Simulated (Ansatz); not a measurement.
# AlSi, quartet: reading a ladder of total energies

Geometry: a point of a stretch scan, not a stationary point.

```
atom   x (Å)   y (Å)   z (Å)
  Si  0.0000  0.0000  0.0000
  Al  0.0000  0.0000  6.5320
```

Basis cc-pVDZ; Ansatz 0.2.0. Correlated methods freeze the noble-gas cores, which leaves 7 electrons in 26 orbitals. Prefix R: restricted or restricted open-shell reference; prefix U: unrestricted.

Full CI is exact within this basis and frozen core; it isn't the basis-set limit. The frozen core follows each run's orbitals, which can shift R against U totals by a few meV.

Runs differ by some tens of microhartree through their thresholds and, for an open shell, their frozen cores, so steps under 0.1 kcal/mol mean nothing.

| level | total energy (hartree) |
| --- | --- |
| UHF | -530.724068 |
| UMP2 | -530.799629 |
| UCCSD | -530.835166 |
| UCCSD(T) | -530.836854 |
| UCCSDT | -530.837621 |
| UCCSDT(Q) | -530.837665 |
| full CI | -530.837802 |

Q: What is the correlation energy at full CI, and what share of it do UMP2 and UCCSD recover?

A: E(corr) = -530.837802 − (-530.724068) = -0.113734 hartree = -3.095 eV. UMP2: -0.075561 / -0.113734 = 66.44 %. UCCSD: -0.111098 / -0.113734 = 97.68 %.

Q: By how many kcal/mol does UCCSD(T) miss full CI (1 hartree = 627.509 kcal/mol), and which steps make up the rest?

A: -530.836854 − (-530.837802) = 0.000948 hartree = 0.59 kcal/mol. Steps: UCCSDT − UCCSD(T) = -0.48, UCCSDT(Q) − UCCSDT = -0.03, full CI − UCCSDT(Q) = -0.09 kcal/mol. That is within 1 kcal/mol of the reference in this basis, which itself misses far more of the correlation at the basis-set limit.
